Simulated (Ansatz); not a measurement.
## Worked example: CH3Cl + SiH2(OH)(SiH3) → CH4O + SiH2(SiH3)Cl

Species: CH3Cl (chloromethane) `CCl`, singlet; SiH2(OH)(SiH3) (disilanol), singlet; CH4O (methanol) `CO`, singlet; SiH2(SiH3)Cl, singlet. The partners trade Cl for OH: C–Cl and Si–OH bonds give way to C–OH and Si–Cl.

Shapes, held fixed at every level: PBE0-D4/def2-TZVP. Flexible molecules stand in one conformer, not always the lowest. Programs: Ansatz 0.2.0. The zero-point and thermal change to 298 K, harmonic and unscaled (PBE0-D4/def2-TZVP), is +3.4 kJ/mol.

At CCSD(T)/CBS estimate; 1 Eh = 2625.50 kJ/mol:

```
       species   energy (Eh)
         CH3Cl   -499.632200
SiH2(OH)(SiH3)   -656.967893
          CH4O   -115.617125
  SiH2(SiH3)Cl  -1040.976292
```

**Question.** Work out ΔH(298 K) of the reaction at this level.

**Answer.** 
1. Products less reactants: (-115.617125) + (-1040.976292) − [(-499.632200) + (-656.967893)] = 0.006676 Eh = +17.5 kJ/mol.
2. With the thermal change: +17.5 + (+3.4) = +20.9 kJ/mol.

Other levels give +0.8 (CCSD(T)/def2-SVP) to +18.5 kJ/mol (HF/def2-TZVPP). No measured value is set beside it here. The CBS estimate extrapolates MP2 from def2-TZVPP and def2-QZVPP and adds CCSD(T) − MP2 in the triple-zeta set, cores frozen.
